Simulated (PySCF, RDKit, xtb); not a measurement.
**Solving [AlSiNH3]−, step by step**

Task: start from the formula [AlSiNH3]− (charge -1), draw up candidate structures, narrow them down in stages, and characterise the one that lies lowest at 298.15 K.

The funnel: GFN2-xTB relaxations, single points with a density functional, relaxations at PBE0-D3(BJ)/def2-SVPD, harmonic vibrations (at GFN2-xTB), and a last energy at a higher level. All values are calculated.

1 further run of the same task is left out (set aside as unsound or not needed).

### Step 1. Possible bonding patterns

A program enumerates the bonding patterns with one Lewis structure each (two rings at most, one unusual centre or charged pair), with their diastereomers. O–O, O–halogen and N–halogen bonds and N–N–N chains are not drawn. That gives 24 candidates.

c107 N#[Si][AlH3-]; c178 [NH-][SiH2][Al] (triplet); c205 [NH]1[AlH][SiH-]1; c240 [Al][NH][SiH2-] (triplet); c249 [Al][N-][SiH3] (triplet); c251 [N-]=[SiH][AlH2]; c261 [NH]1[AlH2-][Si]1 (triplet); c293 N=[Si-][AlH2]; c355 [NH-][Al+][SiH2-]; c378 [N-]1[AlH][SiH2]1; c422 [NH-][SiH-][AlH+]; c474 [Al][N-][SiH3]; c498 [NH]1[AlH2-][Si]1; c543 [AlH3-][N]=[Si] (triplet); c614 N[SiH-][Al]; c661 [AlH2][N]=[SiH-]; c708 [N]1=[SiH][AlH2-]1; c834 [AlH+][N-][SiH2-]; c897 [NH-][AlH][SiH]; c930 [NH-][AlH][SiH] (triplet); c937 N[SiH-][Al] (triplet); c943 [NH-][SiH2][Al]; c987 [Al][NH][SiH2-]; c999 [AlH3-][N]=[Si].

Candidates are built by distance geometry, with a force field where one applies, in up to four conformers (letters a to d). 6 starts with atoms placed at random are added, to find patterns that the rules miss.

**Question.** With final energies at CCSD(T)/def2-SVPD + MP2/def2-TZVPPD - MP2/def2-SVPD, which structure will this search put lowest in free energy, and by what margin?

| quantity | value |
| --- | --- |
| lowest structure found | [AlH3-][N]=[Si], singlet |
| next finalist | [AlH2][N]=[SiH-], singlet, 18.3 kcal/mol higher in G |
| share at equilibrium, among the finalists | 100.0 % |
| lowest excitation (TD-CAM-B3LYP/def2-SVPD) | 4.00 eV (f = 0.000) |
| lowest triplet excitation, same level, Tamm-Dancoff | 3.24 eV |

The lowest structure found is `[AlH3-][N]=[Si]`. The margin of 18.3 kcal/mol over the next finalist is beyond the usual error of the last level; it says nothing of structures that weren't ranked. r2SCAN-D4/def2-SVPD, PBE0-D3(BJ)/def2-SVPD, HF/def2-SVPD and MP2/def2-SVPD already put its bonding pattern lowest among the structures in one piece. A large T1 diagnostic among the finalists warns that one reference determinant may not suffice. It concerns: the winner; the finalist [AlH2][N]=[SiH-] (singlet); the finalist [NH]1[AlH][SiH-]1 (singlet). In an anion, excitations above the detachment energy lie in the continuum and hang on the basis, so they needn't be bound states. The search is not exhaustive (a finite list of starts, one conformer a finalist), so a lower isomer can't be ruled out. Patterns outside the rules of the enumeration were met only by chance.
